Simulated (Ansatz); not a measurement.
# Two structures, one formula

Two relaxed structures of BSiNH$_{5}$ (charge -1), closed shell (PBE0-D4/def2-TZVPD; forces vanish, vibrations not checked).

A:

B1  (-0.943, 0.662, -0.564)
Si2  (0.935, -1.078, 0.968)
N3  (0.218, 0.424, 0.142)
H4  (-1.671, -0.248, -0.879)
H5  (-1.250, 1.799, -0.872)
H6  (0.744, 1.254, 0.381)
H7  (-0.203, -2.036, 0.589)
H8  (1.857, -1.543, -0.184)
(Å)

B:

```csv
atom,x (Å),y (Å),z (Å)
B1,-1.1794,0.7723,-0.7382
Si2,0.3704,0.4521,0.2241
N3,1.0023,-1.1362,0.7628
H4,-1.8473,-0.1278,-1.1976
H5,-1.5284,1.9155,-0.9308
H6,1.2521,1.4793,0.8743
H7,0.2532,-1.8075,0.8741
H8,1.6771,-1.5478,0.1313
```

Computed with Ansatz 0.2.0 (basis: def2-TZVPPD); correlated methods freeze the cores. B3LYP uses VWN-RPA correlation.

Which structure is lower at CCSD(T), and by how much? (An estimate is asked for; the value comes from the calculation.)

By the calculation: A, by 1.095 eV (electronic energy, against the other). By their contacts, A is BSiNH₅ ([BH2][NH][SiH2]), total charge -1 and B is BSiNH₅ ([BH2][SiH][NH2]), total charge -1.

All methods give the same order:

| method | E(B) − E(A) (eV) |
| --- | --- |
| PBE-D4 | 0.976 |
| r2SCAN-D4 | 1.011 |
| PBE0-D4 | 1.028 |
| B3LYP-D4 | 1.187 |
| wB97M-V | 1.200 |
| HF | 1.475 |
| MP2 | 1.064 |
| CCSD | 1.168 |
| CCSD(T) | 1.095 |

T1 diagnostic: at most 0.017. The restricted Hartree–Fock reference is unstable towards an unrestricted one at one or more of these structures.

Labels in which every atom is bracketed show which atoms are joined, not bond orders.

For scale, one of the runs: CCSD(T)/def2-TZVPPD, 207 basis functions, launched by `ansatz run in.yaml --threads 2 --pin off --events-out ev --progress --plain --max-ram 4352MiB`. The run took 50 s on 2 CPU threads of an Arm Neoverse V1 (shared host), with 2.6 GiB of host memory at its peak.
